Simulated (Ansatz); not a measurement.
Li3H2, relaxed as a doublet with UKS PBE-D4/def2-TZVP in Ansatz, starting from the GFN1-xTB geometry. Force threshold 0.02 eV/Å.

The structure comes from a short search, and lower isomers may exist.

Start:

Cartesian coordinates in Å:
```
Li 0.019 1.454 0.726
Li 1.415 -0.526 0.621
Li -0.708 -0.463 -0.607
H 0.530 -1.526 -0.420
H -1.256 1.061 -0.319
```

```tsv
step	energy (eV)	largest force component (eV/Å)	SCF passes
1	-643.5077	0.981	22
2	-643.8584	0.255	24
3	-643.8832	0.102	24
4	-643.8920	0.022	24
5	-643.8922	0.013	17
```

Force components are those of the run's own axes.

End:

```csv
atom,x (Å),y (Å),z (Å)
Li1,-0.0993,1.7414,0.7709
Li2,1.6323,-0.7422,0.6512
Li3,-0.8109,-0.5294,-0.7446
H4,0.5311,-1.5201,-0.3961
H5,-1.2531,1.0503,-0.2815
```

By distances, no bond broke or formed, bridged metal pairs apart. The bond that changes most is Li1–Li2, from 2.42 to 3.03 Å (atoms count from 1). Metal–metal contacts that move far: Li1–Li2 2.42 to 3.03 Å.

No frequencies were taken in this run, so the end may be a saddle point.

Run time 2.6 s (4 threads of Arm Neoverse V1 on a shared host).
